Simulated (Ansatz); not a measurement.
# BSiH (singlet): the correlation ladder at angle Si1–B2–H3 = 90.7°, 6-31G

The task here is to estimate one member of a computed series from the others.

The runs use Ansatz 0.2.0, Gaussian basis; 6-31G, core rule «outside noble gas», up to 6 orbitals frozen.

The runs, in order: UHF; CCSD(T) on RHF; CCSD(T) on UHF; BCCD(T) on RHF; CISD; CCSDT(Q) on RHF; CCSDT(Q) on UHF; CCSDTQ on RHF; CCSDTQ on UHF; CASSCF and MRCISD+Q, 2 electrons in 2 orbitals; CASSCF and NEVPT2, 2 electrons in 2 orbitals; CASSCF and MRCISD+Q, 8 electrons in 9 orbitals; CASSCF and NEVPT2, 8 electrons in 9 orbitals; Full CI.

11 further runs of the same task are left out: 1 for a mislabelled method, 6 that didn't finish, 4 set aside as unsound or not needed.

**What is computed**

The geometry derives from a PBE0/def2-TZVP stationary point (not a proven minimum). One angle is set to the value named; bond lengths are kept.

3 atoms, charge 0, spin multiplicity 1.

Atoms are counted from 1 here; the program's logs count them from 0.

Bond lengths: Si1–B2 1.895 Å, B2–H3 1.186 Å. Angles: Si1–B2–H3 90.7°.

Set-up of the first run:

Input file in.yaml:

```yaml
crystal:
  periodic: [false, false, false]
  atoms:
    - {symbol: Si, position_ang: [0.373420, 0.000000, 0.420632]}
    - {symbol: B, position_ang: [-0.958441, 0.000000, -0.927601]}
    - {symbol: H, position_ang: [-0.124975, 0.000000, -1.771312]}
basis:
  gaussian: {orbitals: 6-31G}
magnetization: {spin_polarized: true, initial_magnetization: 0}
hamiltonian: {xc: hf}
output: {orbitals: {seedname: orbitals}}
```

Launch:

```sh
$ ansatz run in.yaml --threads 1 --pin off --events-out ev --progress --plain --max-ram 2393MiB
```

Among the steps run: UHF; CCSD(T) on RHF; CCSD(T) on UHF; BCCD(T) on RHF; CISD; CCSDT(Q) on RHF; CCSDT(Q) on UHF; CCSDTQ on RHF; CCSDTQ on UHF; CASSCF and MRCISD+Q, 2 electrons in 2 orbitals; CASSCF and NEVPT2, 2 electrons in 2 orbitals; CASSCF and MRCISD+Q, 8 electrons in 9 orbitals; CASSCF and NEVPT2, 8 electrons in 9 orbitals; Full CI.

One of the session's tables, all rows but one given; the rest of the session is left out.

| method | from FCI (meV) |
| --- | --- |
| RHF | +4060.9 |
| RMP2 | +1057.5 |
| CISD | +597.1 |
| RCCSD | +265.7 |
| RCCSD(T) | +56.6 |
| BCCD(T) | ? |
| RCCSDT | +19.2 |
| RCCSDT(Q) | -3.1 |
| RCCSDTQ | +1.9 |
| CASSCF pair | +2926.6 |
| NEVPT2 pair | +997.1 |
| MRCISD pair | +445.3 |
| MRCISD+Q pair | +175.4 |
| CASSCF valence | +829.1 |
| NEVPT2 valence | +237.6 |
| MRCISD valence | +27.1 |
| MRCISD+Q valence | +9.1 |
| FCI | 0 |

**Question.** Estimate the row for BCCD(T).

As computed: from FCI (meV): +63.1. In the column «from FCI (meV)» it lies between RCCSD(T) (+56.6) and MRCISD+Q pair (+175.4).

Left out of the table: UHF, UMP2, UCCSD, UCCSD(T), UCCSDT, UCCSDT(Q), UCCSDTQ (another determinant or state than the rows shown).

To keep in mind: RCCSDT(Q) falls below full CI, which methods that aren't variational can do.
